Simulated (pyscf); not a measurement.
PySCF, gas phase, ωB97X-D3(BJ)/def2-SVP geometries.

For `[CH3][Al]([CH3])[NH2]` + `[NH3]` → `[CH4]` + `[CH3][Al]([NH2])[NH2]`, a four-centre exchange (singlet surface; Al–C, H–N broken, C–H, Al–N formed), PBE/def2-TZVP gives ΔE‡ = 8.0 kcal/mol and ΔE = -20.6 kcal/mol (zero: the separated reactants). In which direction and how far do PBE0-D3(BJ)/def2-TZVP, M06-2X/def2-TZVP, ωB97M-D3(BJ)/def2-TZVP move these?

PBE0-D3(BJ): ΔE‡ = 7.4 kcal/mol, ΔE = -21.0 kcal/mol; M06-2X: ΔE‡ = 8.9 kcal/mol, ΔE = -23.4 kcal/mol; ωB97M-D3(BJ): ΔE‡ = 10.6 kcal/mol, ΔE = -21.9 kcal/mol. PBE's barrier lies among them. Its reaction energy lies over all of them, by 0.5 to 2.9 kcal/mol. On the reactant side the descent ends in an adduct with a Al–N contact, 23.7 kcal/mol under the separated species and 33.2 kcal/mol under the saddle at ωB97X-D3(BJ)/def2-TZVP. What is counted as formed (Al–N) is already present as a longer contact in the reactant adduct; forming that adduct is a step of its own. At the saddle there is also a short Al–H contact that neither side keeps. One saddle was located; it need not be the lowest between these sides.
